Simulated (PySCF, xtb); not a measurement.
Na2, SMILES [Na][Na].

Harmonic wavenumbers (cm⁻¹) from GFN2-xTB run with xtb 6.7.1 at its own minimum, in rising order: 262.

Task: What does B3LYP-D3(BJ)/def2-TZVPD run with PySCF give at its own minimum? (The exact figures need the calculation; the answer reports its results.)

Result: 159. Paired by order, the mean absolute difference is 103 cm⁻¹ and the zero-point energies are 0.4 and 0.2 kcal/mol.
